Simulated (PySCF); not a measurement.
CH3S, SMILES [S]C, doublet (PBE0/def2-SVP optimised geometry):

```
5

C     -0.388    -0.271     0.000
S     -0.898    -1.143     1.476
H     -0.717    -0.779    -0.919
H     -0.717     0.779     0.000
H      0.717    -0.271     0.000
```

Level of theory: PySCF 2.14.0 with unrestricted PBE0/def2-TZVP.

Question: What are the frontier orbital energies (α orbitals alone; a β orbital can be the lowest empty one) and the dipole moment?

Answer: HOMO-2 -10.51 eV, HOMO-1 -8.12 eV, HOMO -6.94 eV, LUMO 1.00 eV, LUMO+1 2.07 eV; dipole moment 1.72 D.

Meta-Löwdin charges at PBE0/def2-TZVP: C1 -0.41, S2 -0.01, H3 0.13, H4 0.13, H5 0.15.
